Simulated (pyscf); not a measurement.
Optimised with ωB97X-D3(BJ)/def2-SVP in PySCF.

Problem. PBE/def2-TZVP puts the barrier of Cl–Sn(Cl)=Se + HCl → Cl–Sn(Cl)(Cl)–SeH (addition across a multiple bond or ene-type step; singlet surface; Cl–H broken, H–Se, Cl–Sn formed) at -5.2 kcal/mol and the reaction energy at -33.8 kcal/mol, from the separated reactants. What do B3LYP-D3(BJ)/def2-TZVP, PBE0-D3(BJ)/def2-TZVP, ωB97M-D3(BJ)/def2-TZVP give on the same structures?

Solution. B3LYP-D3(BJ): ΔE‡ = -3.6 kcal/mol, ΔE = -37.2 kcal/mol; PBE0-D3(BJ): ΔE‡ = -6.4 kcal/mol, ΔE = -39.6 kcal/mol; ωB97M-D3(BJ): ΔE‡ = -2.8 kcal/mol, ΔE = -39.6 kcal/mol. PBE's barrier lies among them. Its reaction energy lies over all of them, by 3.4 to 5.8 kcal/mol. On the reactant side the descent ends in a bound adduct, 8.2 kcal/mol under the separated species and 2.5 kcal/mol under the saddle at ωB97X-D3(BJ)/def2-TZVP. At PBE, B3LYP-D3(BJ), PBE0-D3(BJ), ωB97M-D3(BJ) the saddle lies under the separated reactants, which points to a path from their complex (located at ωB97X-D3(BJ) alone). At ωB97X-D3(BJ) the barrier from the zero used here is -5.7 kcal/mol. This is the saddle that the search found; another between the same sides may lie lower. Elements up to Kr have no core potential and no relativistic terms here. Elements past Kr carry the def2 core potentials, without spin-orbit coupling.
